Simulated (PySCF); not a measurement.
# H3O+ (oxonium): NEVPT2(8,7)/6-31G

What is the vertical ionisation energy of H3O+ (oxonium) at NEVPT2(8,7)/6-31G? 

Program for the calculation: PySCF 2.14.0.

5 further runs of the same task are left out: 5 set aside as unsound or not needed.

### 1 The structure to begin with

H3O+: 4 atoms, total charge +1, spin state singlet. SMILES: `[OH3+]`. The shape is that of a GFN2-xTB optimisation.

Bond lengths: O1–H2 0.983 Å, O1–H3 0.983 Å, O1–H4 0.984 Å. Angles: H2–O1–H3 112.0°, H2–O1–H4 112.0°, H3–O1–H4 112.0°.

### 2 A single-point energy at NEVPT2(8,7)/6-31G

job.py

```python
# [OH3+]
import numpy
from pyscf import gto, scf, mp, mcscf, mrpt

mol = gto.M(
    atom='''
O    0.196050  -0.061020  -0.056900
H    0.214230   0.919440   0.016470
H   -0.413410  -0.366620  -0.765680
H    0.003130  -0.491800   0.806120
''',
    charge=1,
    basis='6-31g',
    verbose=3,
    max_memory=1860,
)

mf = scf.RHF(mol)
mf.conv_tol = 1e-10
mf.kernel()
if not mf.converged:
    mf = mf.newton().run(mf.mo_coeff, mf.mo_occ)

pt = mp.MP2(scf.addons.convert_to_uhf(mf)).run()
noons, natorbs = mcscf.addons.make_natural_orbitals(pt)
print('natural occupations', numpy.round(noons[:40], 4))
cas = mcscf.CASSCF(mf, 7, 8)
cas.fix_spin_(ss=0.0)
cas.natorb = True
cas.kernel(natorbs)
e_pt2 = mrpt.NEVPT(cas).kernel()
e_final = cas.e_tot + e_pt2
print(f'total energy: {e_final:.8f} hartree')
```

Command:

```bash
$ OMP_NUM_THREADS=1 python job.py
```

Standard output:

```text
converged SCF energy = -76.266771867587
E(UMP2) = -76.3978419420073  E_corr = -0.131070074420289
E(SCS-UMP2) = -76.3983023553962  E_corr = -0.131530487809146
natural occupations [2.0000e+00 1.9895e+00 1.9816e+00 1.9774e+00 1.9774e+00 1.9800e-02
 1.9800e-02 1.7500e-02 1.1400e-02 2.0000e-03 2.0000e-03 1.3000e-03
 2.0000e-04 2.0000e-04 1.0000e-04]
CASSCF energy = -76.3552560014154
CASCI E = -76.3552560014154  E(CI) = -28.2564630135080  S^2 = 0.0000000
Sr    (-1)',   E = -0.02866282856114
Si    (+1)',   E = -0.00006125347957
Sijrs (0)  ,   E = -0.00007536788766
Sijr  (+1) ,   E = -0.00007120996095
Srsi  (-1) ,   E = -0.00008657182632
Srs   (-2) ,   E = -0.01158802989603
Sij   (+2) ,   E = -0.00013687048914
Sir   (0)' ,   E = -0.00050744087344
Nevpt2 Energy = -0.041189572974257
total energy: -76.39644557 hartree
```

Wall time 1.2 s (1 thread of Arm Neoverse V2, shared host); peak memory 0.12 GiB.

### 3 Doublet [H3O]2+, same level

run.py

```python
import numpy
from pyscf import gto, scf, mp, mcscf, mrpt

mol = gto.M(
    atom=[
    ('O', (0.196050, -0.061020, -0.056900)),
    ('H', (0.214230, 0.919440, 0.016470)),
    ('H', (-0.413410, -0.366620, -0.765680)),
    ('H', (0.003130, -0.491800, 0.806120)),
],
    spin=1,
    charge=2,
    max_memory=1860,
    basis='6-31g',
    verbose=3,
)

mf = mol.ROHF()
mf.conv_tol = 1e-10
mf.kernel()
if not mf.converged:
    mf = mf.newton().run(mf.mo_coeff, mf.mo_occ)

pt = mp.MP2(scf.addons.convert_to_uhf(mf)).run()
noons, natorbs = mcscf.addons.make_natural_orbitals(pt)
print('natural occupations', numpy.round(noons[:40], 4))
cas = mcscf.CASSCF(mf, 7, 7)
cas.fix_spin_(ss=0.75)
cas.natorb = True
cas.kernel(natorbs)
e_pt2 = mrpt.NEVPT(cas).kernel()
e_tot = cas.e_tot + e_pt2
print('E = %.10f Eh' % e_tot)
```

Command:

```bash
$ OMP_NUM_THREADS=1 python run.py
```

Standard output:

```text
converged SCF energy = -75.4153160535982
E(UMP2) = -75.507589191831  E_corr = -0.0922731382327833
E(SCS-UMP2) = -75.5092029498669  E_corr = -0.093886896268692
natural occupations [2.0000e+00 1.9907e+00 1.9829e+00 1.9829e+00 9.9560e-01 1.5000e-02
 1.5000e-02 9.7000e-03 4.6000e-03 1.4000e-03 1.4000e-03 8.0000e-04
 1.0000e-04 1.0000e-04 0.0000e+00]
CASSCF energy = -75.4947428040533
CASCI E = -75.4947428040533  E(CI) = -27.0505594881860  S^2 = 0.7500000
Sr    (-1)',   E = -0.01750891098016
Si    (+1)',   E = -0.00031471279989
Sijrs (0)  ,   E = -0.00003890787660
Sijr  (+1) ,   E = -0.00009876196679
Srsi  (-1) ,   E = -0.00004436835260
Srs   (-2) ,   E = -0.00427709340728
Sij   (+2) ,   E = -0.00014184060170
Sir   (0)' ,   E = -0.00030462124282
Nevpt2 Energy = -0.022729217227844
E = -75.5174720213 Eh
```

It took 0.99 s on 1 thread of Arm Neoverse V2, shared host; peak memory 0.12 GiB.

### 4 Results

At NEVPT2(8,7)/6-31G:

```
                                            quantity         value
                          singlet H3O+: total energy  -76.39645 Eh
   singlet H3O+: HOMO energy (Hartree–Fock orbitals)     -25.83 eV
   singlet H3O+: LUMO energy (Hartree–Fock orbitals)      -3.30 eV
 singlet H3O+: HOMO–LUMO gap (Hartree–Fock orbitals)      22.54 eV
                       doublet [H3O]2+: total energy  -75.51747 Eh
vertical ionisation energy (to the doublet dication)     23.918 eV
```

What this shows: The vertical ionisation energy comes to 23.92 eV (2308 kJ/mol). Mulliken charges (singlet H3O+) of the mean-field density run from -0.71 on O1 to +0.57 on H3; they depend strongly on the basis.
